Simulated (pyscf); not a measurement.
A first-order saddle from PySCF, ωB97X-D3(BJ)/def2-SVP:

```xyz
12

B     -0.7801     0.1631     0.2315
N      0.0809     1.3824     0.7985
N     -0.0012    -0.7677    -0.5842
N     -2.1187     0.5529    -0.2093
H      1.0395     1.4131     0.4549
H     -0.3689     2.2917     0.7053
H      0.8445    -1.1379    -0.1621
H     -0.5250    -1.5434    -0.9785
H     -2.6825     1.0657     0.4611
H     -2.6856    -0.1972    -0.5933
H     -0.8443    -0.3583     1.7054
H     -0.2630     0.5772     1.6910
```
Charge 0, spin multiplicity 1.

Surface: singlet, charge 0. Lowest wavenumbers (cm⁻¹): 1572i, 64, 222, 315, 342.

Question: Which two sides does it connect, and which bonds change?

Answer: H₂N–B(NH₂)–NH₂ (SMILES NB(N)N) + H₂ (SMILES [H][H]) ⇌ H₂N–BH–NH₂ (SMILES NBN) + NH₃ (SMILES N), a four-centre exchange read from left to right: B–N, H–H broken and B–H, H–N formed. At ωB97M-D3(BJ)/def2-TZVP it lies +223.9 kJ/mol from the left side and +181.3 kJ/mol from the right (each side as separated species at their lowest minima found). On the product side the descent ends in an adduct with a B–N contact, 30.6 kJ/mol over the separated species and 154.2 kJ/mol under the saddle at ωB97X-D3(BJ)/def2-TZVP. What is counted as broken (B–N) persists as a longer contact in the product adduct; parting that adduct is a step of its own. At the saddle there is also a short B–H contact that neither side keeps. One saddle was located; it need not be the lowest between these sides.
